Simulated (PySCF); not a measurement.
Gas-phase reaction: CH₃SiH + 2 C₂H₄ + Si₂C = 3 H₃SiCCH

Computed with PySCF (xtb for GFN2) and rigid-rotor harmonic-oscillator thermochemistry at 1 bar. S°(298 K) at PBE0/def2-TZVP differs from the NASA 1993 table for Si₂C (+23 J/mol/K); whether the harmonic model or the table's entry is off was not settled. † marks an energy on the PBE0/def2-TZVP geometry and frequencies; other levels use their own. MP2 freezes the core. 6-31G* has spherical d functions here. All species are closed-shell singlets. CH₃SiH: computed as isolated molecules; such fragments, hydroxides, amides, oligomers or adducts are transient or little studied in the gas. MP2 isn't extrapolated to the basis-set limit; its ΔH°(298 K) is -186.1 kJ in def2-SVP and -206.9 kJ in def2-TZVPP. The harmonic model lacks anharmonicity and excited electronic states, which grow with temperature; levels with a mode under 35 cm⁻¹ are left out. Internal rotation in CH₃SiH is treated as a harmonic vibration of one conformer, which makes the entropy rough. Warning, point group unlike the PBE0 one: Si₂C (GFN2-xTB, HF/6-31G*).

```
level            ΔE electronic, kJ  ΔH°(298 K), kJ  ΔS°(298 K), J/K  ΔG°(600 K), kJ
---------------  -----------------  --------------  ---------------  --------------
BLYP/def2-TZVP†                -90            -140             -160             -49
GFN2-xTB                      -302            -362             -139            -284
HF/6-31G*                     -132            -185             -155             -95
MP2/def2-SVP†                 -135            -186             -160             -95
MP2/def2-TZVPP†               -156            -207             -160            -115
PBE0/def2-SVP†                 -67            -118             -160             -27
```
ΔH° is lowest at GFN2-xTB and highest at PBE0/def2-SVP†. No reference value is set beside these.
